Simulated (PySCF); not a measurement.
# BSiH4F (SMILES FB[SiH3]), step by step

Aim: a geometry optimisation (HF/cc-pV(D+d)Z), then vibrational wavenumbers, then the energy (CCSD(T)/cc-pVDZ), then the excited states (EOM-CCSD/cc-pVDZ) of BSiH4F. 

The calculation is run with PySCF 2.14.0.

## (1) The system as given

BSiH4F: 7 atoms, total charge 0, spin state singlet. As SMILES, `FB[SiH3]`. All atoms were displaced at random from a relaxed shape. The run starts from this shape.

Bond lengths: F1–B2 1.269 Å, B2–Si3 2.034 Å, B2–H4 1.223 Å, Si3–H5 1.666 Å, Si3–H6 1.495 Å, Si3–H7 1.439 Å. Angles: F1–B2–Si3 122.5°, F1–B2–H4 120.9°, Si3–B2–H4 116.5°, B2–Si3–H5 107.1°, B2–Si3–H6 109.8°, B2–Si3–H7 112.3°, H5–Si3–H6 99.1°, H5–Si3–H7 116.3°, H6–Si3–H7 111.3°.

## (2) A structure relaxation at HF/cc-pV(D+d)Z (density fitting) (run 1)

Contents of run.py:

```python
# FB[SiH3]
from pyscf import gto
from pyscf.geomopt.geometric_solver import kernel as optimise

mol = gto.M(
    atom='''
F   -1.419752  -1.610217   0.474764
B   -0.279773  -1.153376   0.156802
Si   0.061071   0.830655  -0.135154
H    0.691868  -1.890908   0.075144
H    0.908858   0.977063  -1.561824
H    1.112026   1.308318   0.814465
H   -1.140481   1.613995  -0.023838
''',
    verbose=3,
    charge=0,
    basis='cc-pv(d+d)z',
    max_memory=1860,
)

myscf = mol.RHF()
myscf = myscf.density_fit()
converged, mol_eq = optimise(myscf, maxsteps=100, convergence_set='GAU_TIGHT')
print('converged:', converged)
print(mol_eq.tostring())

myscf.reset(mol_eq)
mol = mol_eq
myscf.kernel()
e_final = myscf.e_tot
print('Final energy', e_final)
```

Started as:

```
$ OMP_NUM_THREADS=1 python run.py
```

What it wrote:

```text
convergence_set           GAU_TIGHT
maxiter                   100
----------------------------------------------------------
Custom engine selected.
Bonds will be generated from interatomic distances less than 1.20 times sum of covalent radii
21 internal coordinates being used (instead of 21 Cartesians)
Internal coordinate system (atoms numbered from 1):
Distance 1-2
Distance 2-3
Distance 2-4
Distance 3-5
Distance 3-6
Distance 3-7
Angle 1-2-4
Angle 3-2-4
Angle 2-3-5
Angle 2-3-6
Angle 2-3-7
Angle 5-3-6
Angle 5-3-7
Angle 6-3-7
Out-of-Plane 2-1-3-4
Dihedral 1-2-3-5
Dihedral 1-2-3-6
Dihedral 1-2-3-7
Dihedral 4-2-3-5
Dihedral 4-2-3-6
Dihedral 4-2-3-7
Translation-X 1-7
Translation-Y 1-7
Translation-Z 1-7
Rotation-A 1-7
Rotation-B 1-7
Rotation-C 1-7
> ===== Optimization Info: ====
> Job type: Energy minimization
> Maximum number of optimization cycles: 100
> Initial / maximum trust radius (Angstrom): 0.100 / 0.300
> Convergence Criteria:
> Will converge when all 5 criteria are reached:
>  |Delta-E| < 1.00e-06
>  RMS-Grad  < 1.00e-05
>  Max-Grad  < 1.50e-05
>  RMS-Disp  < 4.00e-05
>  Max-Disp  < 6.00e-05
> === End Optimization Info ===

Geometry optimization cycle 1
Cartesian coordinates (Angstrom)
 Atom        New coordinates             dX        dY        dZ
   F  -1.419752  -1.610217   0.474764    0.000000  0.000000  0.000000
   B  -0.279773  -1.153376   0.156802    0.000000  0.000000  0.000000
  Si   0.061071   0.830655  -0.135154    0.000000  0.000000  0.000000
   H   0.691868  -1.890908   0.075144    0.000000  0.000000 -0.000000
   H   0.908858   0.977063  -1.561824    0.000000  0.000000  0.000000
   H   1.112026   1.308318   0.814465    0.000000  0.000000  0.000000
   H  -1.140481   1.613995  -0.023838    0.000000  0.000000  0.000000

WARN: Mole.unit (angstrom) is changed to Bohr

WARN: Even tempered Gaussians are generated as DF auxbasis for  B H Si F

converged SCF energy = -415.401330115018
--------------- DFRHF_Scanner gradients ---------------
         x                y                z
0 F     0.0505445233     0.0248783715    -0.0127633091
1 B    -0.0636849511    -0.0202885956     0.0114328854
2 Si    -0.0459158793     0.0038377550     0.0354494307
3 H     0.0107811290     0.0013637763    -0.0005013627
4 H     0.0301775223     0.0022281882    -0.0342565368
5 H     0.0064693256     0.0013275200    -0.0026594889
6 H     0.0116283302    -0.0133470154     0.0032983814
----------------------------------------------
cycle 1: E = -415.401330115  dE = -415.401  norm(grad) = 0.117885
Step    0 : Gradient = 4.456e-02/6.781e-02 (rms/max) Energy = -415.4013301150
Hessian Eigenvalues: 2.30000e-02 2.67674e-02 5.00000e-02 ... 1.98741e-01 2.30872e-01 7.67240e-01

Geometry optimization cycle 2
Cartesian coordinates (Angstrom)
 Atom        New coordinates             dX        dY        dZ
   F  -1.413500  -1.654341   0.454935    0.006252 -0.044124 -0.019829
   B  -0.238194  -1.157867   0.165362    0.041579 -0.004491  0.008560
  Si   0.110867   0.841958  -0.159118    0.049796  0.011303 -0.023964
   H   0.678995  -1.933056   0.068758   -0.012873 -0.042148 -0.006386
   H   0.777961   0.962657  -1.446483   -0.130897 -0.014406  0.115341
   H   1.120938   1.324403   0.816158    0.008912  0.016085  0.001693
   H  -1.103249   1.691775  -0.099255    0.037232  0.077780 -0.075417

WARN: Even tempered Gaussians are generated as DF auxbasis for  B H Si F

converged SCF energy = -415.415984863506
--------------- DFRHF_Scanner gradients ---------------
         x                y                z
0 F     0.0159956233     0.0058225170    -0.0041351329
1 B    -0.0190359038    -0.0086365057     0.0051545739
2 Si     0.0025412877     0.0028535790    -0.0101565200
3 H     0.0013294820     0.0015184328    -0.0009109210
4 H    -0.0018667836    -0.0014379566     0.0127264696
5 H     0.0020601647     0.0000717461    -0.0033401432
6 H    -0.0010238704    -0.0001918124     0.0006616734
----------------------------------------------
cycle 2: E = -415.415984864  dE = -0.0146547  norm(grad) = 0.0328251
Step    1 : Displace = 8.740e-02/1.751e-01 (rms/max) Trust = 1.000e-01 (=) Grad = 1.241e-02/2.153e-02 (rms/max) E (change) = -415.4159848635 (-1.465e-02) Quality = 1.031
Hessian Eigenvalues: 2.29985e-02 2.68169e-02 5.00000e-02 ... 2.00575e-01 2.30761e-01 7.04744e-01

Geometry optimization cycle 3
Cartesian coordinates (Angstrom)
 Atom        New coordinates             dX        dY        dZ
   F  -1.420015  -1.611399   0.454402   -0.006515  0.042941 -0.000533
   B  -0.210874  -1.162296   0.162793    0.027321 -0.004429 -0.002570
  Si   0.121578   0.837053  -0.157364    0.010712 -0.004905  0.001753
   H   0.679299  -1.967742   0.081792    0.000304 -0.034686  0.013034
   H   0.765807   0.983758  -1.495295   -0.012153  0.021101 -0.048812
   H   1.100328   1.320849   0.850808   -0.020610 -0.003555  0.034650
   H  -1.102307   1.675308  -0.096777    0.000942 -0.016468  0.002478

WARN: Even tempered Gaussians are generated as DF auxbasis for  B H Si F

converged SCF energy = -415.417190069017
--------------- DFRHF_Scanner gradients ---------------
[... 24 lines left out ...]
WARN: Even tempered Gaussians are generated as DF auxbasis for  B H Si F
[... 1 line left out ...]
converged SCF energy = -415.417348922207
[... 25 lines left out ...]
WARN: Even tempered Gaussians are generated as DF auxbasis for  B H Si F
[... 1 line left out ...]
converged SCF energy = -415.417394318609
[... 25 lines left out ...]
WARN: Even tempered Gaussians are generated as DF auxbasis for  B H Si F
[... 1 line left out ...]
converged SCF energy = -415.417413606958
[... 25 lines left out ...]
WARN: Even tempered Gaussians are generated as DF auxbasis for  B H Si F
[... 1 line left out ...]
converged SCF energy = -415.417416267836
[... 25 lines left out ...]
WARN: Even tempered Gaussians are generated as DF auxbasis for  B H Si F
[... 1 line left out ...]
converged SCF energy = -415.417416584761
[... 25 lines left out ...]
WARN: Even tempered Gaussians are generated as DF auxbasis for  B H Si F
[... 1 line left out ...]
converged SCF energy = -415.41741662171
[... 25 lines left out ...]
WARN: Even tempered Gaussians are generated as DF auxbasis for  B H Si F
[... 1 line left out ...]
converged SCF energy = -415.41741670921
[... 25 lines left out ...]
WARN: Even tempered Gaussians are generated as DF auxbasis for  B H Si F
[... 1 line left out ...]
converged SCF energy = -415.417416827427
[... 25 lines left out ...]
WARN: Even tempered Gaussians are generated as DF auxbasis for  B H Si F
[... 1 line left out ...]
converged SCF energy = -415.417417144385
[... 25 lines left out ...]
WARN: Even tempered Gaussians are generated as DF auxbasis for  B H Si F
[... 1 line left out ...]
converged SCF energy = -415.41741748823
[... 25 lines left out ...]
WARN: Even tempered Gaussians are generated as DF auxbasis for  B H Si F
[... 1 line left out ...]
converged SCF energy = -415.417417899087
[... 25 lines left out ...]
WARN: Even tempered Gaussians are generated as DF auxbasis for  B H Si F
[... 1 line left out ...]
converged SCF energy = -415.417418021429
[... 25 lines left out ...]
WARN: Even tempered Gaussians are generated as DF auxbasis for  B H Si F
[... 1 line left out ...]
converged SCF energy = -415.417418038723
[... 14 lines left out ...]
Geometry optimization cycle 17
Cartesian coordinates (Angstrom)
 Atom        New coordinates             dX        dY        dZ
   F  -1.429934  -1.602605   0.414587   -0.000016 -0.000018 -0.000090
   B  -0.201456  -1.158713   0.160049   -0.000005  0.000001 -0.000000
  Si   0.140006   0.836608  -0.163793   -0.000005 -0.000003 -0.000023
   H   0.667138  -1.989528   0.134738    0.000022  0.000026  0.000133
   H   0.740545   1.012972  -1.510560   -0.000045  0.000048 -0.000031
   H   1.115421   1.330684   0.841172    0.000040 -0.000064 -0.000034
   H  -1.097902   1.646113  -0.075834    0.000009  0.000010  0.000045

WARN: Even tempered Gaussians are generated as DF auxbasis for  B H Si F

converged SCF energy = -415.417418038994
--------------- DFRHF_Scanner gradients ---------------
         x                y                z
0 F    -0.0000045001    -0.0000022803    -0.0000004062
1 B     0.0000052047     0.0000024302    -0.0000006453
2 Si    -0.0000019291     0.0000004803     0.0000004518
3 H    -0.0000004087     0.0000000003     0.0000010091
4 H     0.0000008782    -0.0000004799    -0.0000004293
5 H     0.0000005287    -0.0000000200    -0.0000006397
6 H     0.0000002263    -0.0000001306     0.0000006595
----------------------------------------------
cycle 17: E = -415.417418039  dE = -2.70859e-10  norm(grad) = 8.16984e-06
Step   16 : Displace = 7.784e-05/1.355e-04 (rms/max) Trust = 3.000e-01 (=) Grad = 3.088e-06/5.780e-06 (rms/max) E (change) = -415.4174180390 (-2.709e-10) Quality = 0.889
Hessian Eigenvalues: 9.76496e-04 1.77722e-02 4.95606e-02 ... 2.30273e-01 4.06292e-01 5.79464e-01

Geometry optimization cycle 18
Cartesian coordinates (Angstrom)
 Atom        New coordinates             dX        dY        dZ
   F  -1.429819  -1.602533   0.415318    0.000115  0.000073  0.000731
   B  -0.201491  -1.158722   0.159969   -0.000034 -0.000009 -0.000080
  Si   0.139976   0.836583  -0.163973   -0.000030 -0.000026 -0.000180
   H   0.667088  -1.989544   0.134345   -0.000049 -0.000016 -0.000393
   H   0.740860   1.013284  -1.510514    0.000315  0.000311  0.000045
   H   1.115153   1.330390   0.841375   -0.000268 -0.000294  0.000203
   H  -1.097951   1.646073  -0.076160   -0.000049 -0.000040 -0.000326

WARN: Even tempered Gaussians are generated as DF auxbasis for  B H Si F

converged SCF energy = -415.417418033858
--------------- DFRHF_Scanner gradients ---------------
         x                y                z
0 F     0.0000019999    -0.0000002127     0.0000029002
1 B    -0.0000046286    -0.0000005693    -0.0000012192
2 Si    -0.0000004327    -0.0000005872    -0.0000134740
3 H     0.0000013563     0.0000023042     0.0000042225
4 H    -0.0000011932     0.0000065482     0.0000055127
5 H     0.0000028125    -0.0000059436     0.0000025761
6 H     0.0000000858    -0.0000015397    -0.0000005182
----------------------------------------------
cycle 18: E = -415.417418034  dE = 5.13666e-09  norm(grad) = 1.92344e-05
Step   17 : Displace = 4.243e-04/7.388e-04 (rms/max) Trust = 3.000e-01 (=) Grad = 7.270e-06/1.349e-05 (rms/max) E (change) = -415.4174180339 (+5.137e-09) Quality = -2.833
Not rejecting step - energy change meets convergence criteria
Hessian Eigenvalues: 1.97043e-03 2.73493e-02 4.99863e-02 ... 2.30275e-01 4.07386e-01 5.75393e-01

Geometry optimization cycle 19
Cartesian coordinates (Angstrom)
 Atom        New coordinates             dX        dY        dZ
   F  -1.429871  -1.602552   0.414964   -0.000052 -0.000019 -0.000354
   B  -0.201463  -1.158720   0.160018    0.000028  0.000002  0.000050
  Si   0.140004   0.836600  -0.163838    0.000028  0.000017  0.000136
   H   0.667094  -1.989567   0.134445    0.000006 -0.000023  0.000100
   H   0.740712   1.013044  -1.510510   -0.000148 -0.000239  0.000004
   H   1.115271   1.330644   0.841292    0.000117  0.000254 -0.000083
   H  -1.097930   1.646081  -0.076012    0.000021  0.000009  0.000148

WARN: Even tempered Gaussians are generated as DF auxbasis for  B H Si F

converged SCF energy = -415.417418039438
--------------- DFRHF_Scanner gradients ---------------
         x                y                z
0 F    -0.0000000614    -0.0000001268    -0.0000000223
1 B    -0.0000002900     0.0000000110     0.0000002016
2 Si     0.0000001118     0.0000000453    -0.0000010140
3 H     0.0000001313     0.0000002802     0.0000002739
4 H    -0.0000003479     0.0000006137     0.0000006339
5 H     0.0000004769    -0.0000005668     0.0000000587
6 H    -0.0000000207    -0.0000002566    -0.0000001318
----------------------------------------------
cycle 19: E = -415.417418039  dE = -5.58083e-09  norm(grad) = 1.70114e-06
Step   18 : Displace = 2.231e-04/3.538e-04 (rms/max) Trust = 2.121e-04 (-) Grad = 6.430e-07/1.021e-06 (rms/max) E (change) = -415.4174180394 (-5.581e-09) Quality = 1.009
Hessian Eigenvalues: 2.14765e-03 2.68661e-02 4.99821e-02 ... 2.30261e-01 4.06758e-01 5.75411e-01

Geometry optimization cycle 20
Cartesian coordinates (Angstrom)
 Atom        New coordinates             dX        dY        dZ
   F  -1.429867  -1.602547   0.414986    0.000004  0.000005  0.000021
   B  -0.201460  -1.158721   0.160019    0.000002 -0.000001  0.000000
  Si   0.140005   0.836600  -0.163833    0.000001  0.000000  0.000005
   H   0.667090  -1.989574   0.134417   -0.000005 -0.000007 -0.000028
   H   0.740724   1.013029  -1.510505    0.000012 -0.000015  0.000006
   H   1.115257   1.330663   0.841300   -0.000013  0.000019  0.000009
   H  -1.097932   1.646080  -0.076025   -0.000002 -0.000001 -0.000013

WARN: Even tempered Gaussians are generated as DF auxbasis for  B H Si F

converged SCF energy = -415.417418039508
--------------- DFRHF_Scanner gradients ---------------
         x                y                z
0 F    -0.0000001521    -0.0000000156     0.0000003144
1 B     0.0000001569    -0.0000000219    -0.0000003979
2 Si     0.0000000365    -0.0000000480    -0.0000002964
3 H    -0.0000000022     0.0000000779     0.0000001924
4 H    -0.0000001004     0.0000002704     0.0000001232
5 H     0.0000000694    -0.0000002525     0.0000000506
6 H    -0.0000000081    -0.0000000104     0.0000000137
----------------------------------------------
cycle 20: E = -415.41741804  dE = -6.969e-11  norm(grad) = 7.81089e-07
Step   19 : Displace = 1.902e-05/3.255e-05 (rms/max) Trust = 3.000e-04 (+) Grad = 2.952e-07/4.283e-07 (rms/max) E (change) = -415.4174180395 (-6.969e-11) Quality = 1.783
Hessian Eigenvalues: 2.14765e-03 2.68661e-02 4.99821e-02 ... 2.30261e-01 4.06758e-01 5.75411e-01
Converged! =D

converged: True
F          -1.42986691       -1.60254683        0.41498565
B          -0.20146048       -1.15872066        0.16001862
Si          0.14000505        0.83660017       -0.16383298
H           0.66708951       -1.98957449        0.13441710
H           0.74072442        1.01302905       -1.51050453
H           1.11525726        1.33066288        0.84130046
H          -1.09793184        1.64607988       -0.07602533

WARN: Even tempered Gaussians are generated as DF auxbasis for  B H Si F

converged SCF energy = -415.417418039508
Final energy -415.4174180395078
```

Run time: 17 s. Hardware: 1 thread of Arm Neoverse V2, shared host; peak memory 0.2 GiB.

Step by step:

```
step  energy from the first frame kept (eV)  largest force (eV/Å)
   0                                 0.0000                3.4869
   1                                -0.3988                1.1071
   2                                -0.4316                0.4271
   3                                -0.4359                0.0824
   4                                -0.4371                0.0749
   5                                -0.4377                0.0120
   6                                -0.4377                0.0052
   7                                -0.4377                0.0019
   8                                -0.4377                0.0010
   9                                -0.4377                0.0021
  10                                -0.4377                0.0045
  11                                -0.4378                0.0091
  12                                -0.4378                0.0101
  13                                -0.4378                0.0062
  14                                -0.4378                0.0014
  15                                -0.4378                0.0003
  16                                -0.4378                0.0003
  17                                -0.4378                0.0007
  18                                -0.4378                0.0001
  19                                -0.4378                0.0000
```

After the run. Bond lengths: F1–B2 1.331 Å, B2–Si3 2.050 Å, B2–H4 1.202 Å, Si3–H5 1.485 Å, Si3–H6 1.485 Å, Si3–H7 1.482 Å. Angles: F1–B2–Si3 120.6°, F1–B2–H4 116.1°, Si3–B2–H4 123.3°, B2–Si3–H5 109.0°, B2–Si3–H6 109.0°, B2–Si3–H7 112.5°, H5–Si3–H6 108.0°, H5–Si3–H7 109.1°, H6–Si3–H7 109.1°.

(Part 1 of 2 ends here.)
